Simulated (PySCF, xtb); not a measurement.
phosphine (H3P), SMILES P.

xtb 6.7.1 with GFN2-xTB at its own geometry gives an orbital gap of 5.96 eV and a dipole moment of 1.26 D.

The structure is a stationary point at PBE0-D3(BJ)/def2-TZVPD.

Problem. What does ωB97X/def2-TZVPD (PySCF) give? (Estimate from the structure and the level; the computed values follow.)

Solution. gap 12.24 eV (levels -10.26 and 1.98 eV), dipole 0.68 D.
